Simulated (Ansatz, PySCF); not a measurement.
System: C2H2Cl (charge 0, doublet). It need not be the lowest isomer of its formula. 
Geometry from a B3LYP-D3(BJ)/def2-TZVP (Ansatz, a quantum-chemistry and plane-wave program) optimisation:
```xyz
5

C     -0.1833     0.8222    -0.0020
C      0.9594     1.4291    -0.0049
Cl    -0.3251    -0.9452     0.0029
H     -1.1502     1.3059    -0.0022
H      2.0196     1.2545    -0.0056
```
Charge 0, spin multiplicity 2.

Quantity: atomisation energy (electronic, to ground-state atoms), in eV. Cores are frozen in the correlated levels unless marked. Open shells are spin-unrestricted. No spin-orbit coupling. Non-relativistic. The coupled-cluster limit lacks core correlation, which all-electron functionals hold. Basis-set limits of correlation are two-point, X^-3; Hartree-Fock from the larger set. [CCSD(T)-MP2]/basis is that difference in the basis named.

```
level                            program  atomisation energy (eV)
------------------------  --------------  -----------------------
PBE/def2-TZVPD                    Ansatz                    19.20
BLYP-D4/def2-TZVPD        Ansatz + dftd4                    18.56
revPBE-D3(BJ)/def2-TZVPD  Ansatz + dftd3                    18.69
B3LYP-D4/def2-TZVPD       Ansatz + dftd4                    18.45
PBE0/def2-SVP                     Ansatz                    18.77
BHLYP-D3(BJ)/def2-TZVPD   Ansatz + dftd3                    17.73
PW6B95-D3(BJ)/def2-TZVPD   PySCF + dftd3                    18.54
```

Task: What does RI-MP2/CBS(cc-pV(T+d)Z,cc-pV(Q+d)Z)+[CCSD(T)-MP2]/cc-pV(T+d)Z (Ansatz) give?

Result: 18.30 eV, so PW6B95-D3(BJ)/def2-TZVPD differs from it by 0.24 eV.
